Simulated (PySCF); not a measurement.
CH₂Cl₂, SMILES ClCCl (connectivity only; charge and spin as stated), charge +1, multiplicity 2.

The structure is a stationary point at PBE-D3(BJ)/def2-TZVP. The spin state was assumed, not searched.

Method: CAM-B3LYP/def2-TZVPD (PySCF).

Gas-phase values at a fixed geometry.

The total energy is -959.33924 hartree. The point group comes out as C2v and the α spin, highest occupied and lowest empty level is -17.48 and -5.56 eV. The β spin, highest occupied and lowest empty level comes out as -16.60 and -12.27 eV. The dipole moment about the centre of nuclear charge is 2.00 D. The mean static polarisability comes out as 61.7 bohr³ (9.14 Å³) and the polarisability, principal values is 28.5, 33.9, 122.6 bohr³. The ⟨S²⟩ comes out as 0.754 (pure state 0.75).
